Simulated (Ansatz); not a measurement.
## Band gap of some cubic solids

Method: PBE-D4 (Ansatz, a program for electronic structure, plane waves, PAW). References are measured gaps from which a computed or estimated zero-point shift was taken out, by their sources or here, so that they lie as a rule above the printed measurements. The table is a random draw of 6 from 8 solids with such references.

Values in eV.

```
solid                                      reference  PBE-D4  error (eV)
----------------------------------  ----------------  ------  ----------
zinc-blende AlP                                 2.54    1.57       -0.97
rock-salt LiF                                  15.35    8.98       -6.37
zinc-blende InP                                 1.47    0.63       -0.84
rock-salt MgO                                   8.36    4.65       -3.71
zinc-blende BP                      2.2¶ (2.20–2.50)    1.21       -0.99
zinc-blende GaN (metastable phase)              3.48    1.74       -1.74
```

Over these 6 solids the mean error is -2.44 eV, the mean absolute error 2.44 eV (median 1.37 eV), and the worst case rock-salt LiF at -6.37 eV; the value is below the reference in 6 of 6 cases. Over all 8, from unrounded values, the mean error is -2.22 eV and the mean absolute error 2.22 eV (median 1.37 eV).

¶ marks references of a special kind: zinc-blende BP, 2.2 eV (measured, zero-point renormalisation of 0.106 eV removed from the gap extrapolated to 0 K (as printed); the shift is computed, second of two values printed, our sources range from 2.20 to 2.50; as tabulated in X. Ren, F. Merz, H. Jiang et al., All-electron periodic G0W0 implementation …).

Brackets give the range of the sources taken for a reference, where it is wide; it can hold other temperatures.

Differences are worked out from the printed values.

Density-functional gaps are differences of (generalised) Kohn–Sham levels of a static lattice; semilocal ones lie below quasiparticle gaps as a rule. Measured gaps hold zero-point and thermal shifts unless a correction is named.

Spin–orbit coupling is included only where a level's name says +SOC; with heavier elements it mostly lowers gaps and can invert bands. Each level is taken at its own relaxed cell. Ansatz's density-functional and Hartree–Fock values are scalar-relativistic unless marked +SOC, with PAW data made under PBE.

Not in this set, of the solids of all kinds but layered and molecular ones with a reference value in our tables and a result at some level: 166 for a reference of another kind, counted apart; 11 for a doubt noted on the run at PBE-D4; 7 for spin–orbit coupling left out; 7 for sources at odds; 2 for a high-temperature or high-pressure phase; 2 for a measured value of zero; 2 for a reference that its source doubts or gives as a wide range. These can be a level's best or worst cases. At least 70 more with a reference value are held back for tests. Solids without a released value at any level aren't counted. Without +SOC, gaps count where the solid holds none of Ge, As, Se, Br, Sn, Sb, Te, I or the elements past barium, or holds Ge, As, Se or Br with a gap over 4 eV. The metals Ce to Yb are counted apart.

References as tabulated in, or derived from, Chen et al. (2018), doi:10.1103/physrevmaterials.2.073803; X. Ren, F. Merz, H. Jiang et al., All-electron periodic G0W0 implementation …; Vurgaftman et al. (2001), doi:10.1063/1.1368156.
